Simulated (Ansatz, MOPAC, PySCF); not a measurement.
Complex: C6H6 (SMILES c1ccccc1) (first 12 atoms) with H2O (SMILES O); geometry from S66by8 set.
(charge 0, multiplicity 1):
```xyz
15

C      0.91072    -0.59531    -1.20756
H      1.02677    -1.12303    -2.14414
C      0.60852     0.76560    -1.20789
H      0.48754     1.29278    -2.14405
C      0.45786     1.44648     0.00000
H      0.22204     2.50175     0.00000
C      0.60852     0.76560     1.20789
H      0.48754     1.29278     2.14405
C      0.91072    -0.59531     1.20756
H      1.02677    -1.12303     2.14414
C      1.06222    -1.27537     0.00000
H      1.29906    -2.33061     0.00000
O     -3.35072    -0.33743     0.00000
H     -3.18591    -1.28215     0.00000
H     -2.46342     0.03416     0.00000
```

Interaction energies are E(AB) − E(A) − E(B) at the monomers' geometry in the complex; basis-set methods are counterpoise corrected.

Rows in 6-31G* carry no dispersion term and start afresh at each structure (6-31G* with six Cartesian d functions). The state that AM1, PM6 reach isn't checked.

The values were computed with Ansatz (Gaussian orbitals); MOPAC for AM1, PM6 (differences of heats of formation); PySCF for 6-31G* rows, the dispersion terms. Values without a source in brackets are computed.

### Question
One of these levels gives -73.8 meV for the interaction energy. Which?
A) AM1
B) PBE0-D3(BJ)/def2-TZVPPD
C) PM6
D) HF/6-31G*

### Answer
D, HF/6-31G*. The others give -18.6 (AM1), -53.1 (PM6), -101.3 (PBE0-D3(BJ)/def2-TZVPPD)

Ansatz is an electronic-structure program.
